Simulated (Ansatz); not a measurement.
in.yaml

```yaml
crystal:
  periodic: [false, false, false]
  atoms:
    - {symbol: Si, position_ang: [0.000000, 0.000000, 0.000000]}
    - {symbol: F, position_ang: [0.000000, 0.000000, 1.536400]}
basis:
  gaussian: {orbitals: "6-31++G**", point_charges: [{charge: 1.00, position_ang: [3.407, 0.198, 0.364]}]}
total_charge: 1
correlation: {active_space: {ras: {orbitals: [5, 0, 31], electrons: 10, max_holes: 2, max_particles: 2}, fixed_orbitals: true}}
output: {forces: true}
```

```sh
$ ansatz run in.yaml --threads 1 --pin off --events-out ev --progress --plain --max-ram 2393MiB
```

The program prints:

```
341 factors; integrals over basis functions are off by at most 8.8e-4 eV
mean field evaluation 1: about -10548.2026 eV, gradient 6.9e1 eV
mean field evaluation 2: about -10548.2116 eV, gradient 7.0e1 eV
mean field evaluation 4: about -10556.2923 eV, gradient 3.1e0 eV
mean field evaluation 8: about -10556.3309 eV, gradient 1.8e-1 eV
mean field -10556.33106714 eV, -387.9380113793 hartree, gradient 4.0e-6 eV, S^2 0.000000; 0 other end points of the search recorded, 0 dependent functions left out
reference -10556.33106714 eV, -387.9380113793 hartree; 11, 11 occupied and 31, 31 virtual orbitals, 341 factors
state -10562.66357084 eV, -388.1707265979 hartree
the calculation of the forces begins
Total energy: -10562.66357084 eV, -388.1707265979 hartree
Atom 0 at     0.000000     0.000000     0.000000 Å, force    -1.218462    -0.070812    -1.069951 eV/Å
Atom 1 at     0.000000     0.000000     1.536400 Å, force     0.066416     0.003860     0.916918 eV/Å
Dipole moment:    -0.211401    -0.012286    -0.739211 e Å
```

Forces (eV/Å):
```
Si  -1.218 -0.071 -1.070
F    0.066  0.004  0.917
```

Ran on 1 thread of Arm Neoverse V1, shared host: 1.2 s wall, 0.13 GiB peak host memory.
